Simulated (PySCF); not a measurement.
The isolated species `BOC` (CH5BO) is ionised with Al Kα (hν = 1486.6 eV). Calculated photoelectron kinetic energies of its computed core levels, recoil neglected:

```tsv
line	kinetic energy (eV)
1	1289.87
2	1193.86
3	947.38
```

Computed with delta-SCF UKS SCAN, pcX-2 on the ionised atom, pcseg-1 elsewhere, spin-free X2C (PySCF).

Question: Which element, shell and site does each line come from? Numbering: `[BH2:1][O:2][CH3:3]`.

Answer: Against the vacuum level, binding energy = hν − kinetic energy.

| line | binding energy (eV) | level | atoms | environment |
| --- | --- | --- | --- | --- |
| 1 | 196.73 | B 1s | B1 | three-coordinate boron |
| 2 | 292.74 | C 1s | C3 | methoxy carbon |
| 3 | 539.22 | O 1s | O2 | boron-bound oxygen |

Question: Where does line 2 move with hν = 1253.6 eV?

Answer: To 1253.6 − 292.74 = 960.86 eV; every photoline shifts by the change in photon energy, -233.0 eV.

Question: Which effective nuclear charge Zeff reproduces each element's mean 1s value in the hydrogen-like formula E = 13.606 eV × Zeff²?

Answer: B (Z = 5): mean 196.7 eV, Zeff = 3.80, Z − Zeff = 1.20; C (Z = 6): mean 292.7 eV, Zeff = 4.64, Z − Zeff = 1.36; O (Z = 8): mean 539.2 eV, Zeff = 6.30, Z − Zeff = 1.70. Means run over the listed sites, weighted by atom count.

Other core shells, valence and Auger electrons aren't listed. One conformer (not necessarily the lowest) at the PBE0-D3(BJ)/def2-SVP geometry, without solvent, vibrations or thermal averaging.
